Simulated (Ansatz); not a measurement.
**BSiH5+ (doublet): from Hartree-Fock to the top rungs, cc-pVDZ**

The task here is to estimate one member of a computed series from the others.

The runs use Ansatz 0.2.0, Gaussian basis; cc-pVDZ, core rule «outside noble gas», up to 6 orbitals frozen.

Plan: UHF; CCSD(T) on ROHF; CCSD(T) on UHF; BCCD(T) on ROHF; CISD as a restricted active space (open shells left free, so some higher excitations enter); CCSDT(Q) on ROHF; CCSDT(Q) on UHF; CASSCF and MRCISD+Q, 9 electrons in 9 orbitals; CASSCF and NEVPT2, 9 electrons in 9 orbitals.

23 further runs of the same task are left out: 10 that didn't finish, 13 set aside as unsound or not needed. Runs told in other sessions of the task aren't counted.

## What is computed

The geometry is a PBE0/def2-TZVP stationary point (not a proven minimum) of the parent state, kept for this charge and spin.

7 atoms, charge 1, spin multiplicity 2.

Atoms are counted from 1 here; the program's logs count them from 0.

Bond lengths: Si1–B2 2.095 Å, Si1–H3 1.484 Å, Si1–H4 1.484 Å, Si1–H5 1.485 Å, B2–H6 1.205 Å, B2–H7 1.205 Å. Angles: B2–Si1–H3 106.7°, B2–Si1–H4 106.7°, B2–Si1–H5 110.0°, H3–Si1–H4 112.0°, H3–Si1–H5 110.6°, H4–Si1–H5 110.6°, Si1–B2–H6 89.3°, Si1–B2–H7 89.3°, H6–B2–H7 131.0°.

Set-up of the first run:

in.yaml

```yaml
crystal:
  periodic: [false, false, false]
  atoms:
    - {symbol: Si, position_ang: [-0.018261, 0.000000, 0.580059]}
    - {symbol: B, position_ang: [0.127982, -0.000001, -1.510314]}
    - {symbol: H, position_ang: [0.661937, -1.230696, 1.055108]}
    - {symbol: H, position_ang: [0.661938, 1.230696, 1.055107]}
    - {symbol: H, position_ang: [-1.445963, 0.000001, 0.989065]}
    - {symbol: H, position_ang: [-0.370895, -1.096559, -1.531404]}
    - {symbol: H, position_ang: [-0.370894, 1.096559, -1.531405]}
basis:
  gaussian: {orbitals: cc-pVDZ}
total_charge: 1
magnetization: {spin_polarized: true, initial_magnetization: 1}
hamiltonian: {xc: hf}
output: {orbitals: {seedname: orbitals}}
```

On the command line:

```
ansatz run in.yaml --threads 1 --pin off --events-out ev --progress --plain --max-ram 2393MiB
```

Among the steps run: UHF; CCSD(T) on ROHF; CCSD(T) on UHF; BCCD(T) on ROHF; CISD as a restricted active space (open shells left free, so some higher excitations enter); CCSDT(Q) on ROHF; CCSDT(Q) on UHF; CASSCF and MRCISD+Q, 9 electrons in 9 orbitals; CASSCF and NEVPT2, 9 electrons in 9 orbitals.

One table of the session follows, with a row left open; its other results are not shown here.

It belongs to the step «Misses and costs». 

```
           method  from UCCSDT(Q) (meV)
             ROHF               +5973.9
              UHF               +5885.9
             RMP2               +1395.9
             UMP2               +1395.3
             CISD                +611.1
            RCCSD                +161.8
            UCCSD                +160.5
         RCCSD(T)                 +36.7
         UCCSD(T)                 +36.7
          BCCD(T)                 +36.5
           RCCSDT                  +4.3
           UCCSDT                  +4.0
        RCCSDT(Q)                     ?
        UCCSDT(Q)                     0
  CASSCF frontier               +4240.9
  NEVPT2 frontier               +1314.3
  MRCISD frontier                +346.6
MRCISD+Q frontier                 +40.7
```

**Question.** Estimate the row for RCCSDT(Q).

**Answer.** from UCCSDT(Q) (meV): +0.7. In the column «from UCCSDT(Q) (meV)» it lies between UCCSDT(Q) (0) and UCCSDT (+4.0).

Caveats from the session: Restricted and unrestricted rows rest on different reference determinants; a gap between their highest levels can come from leftover correlation error, from unlike frozen cores or from another state.
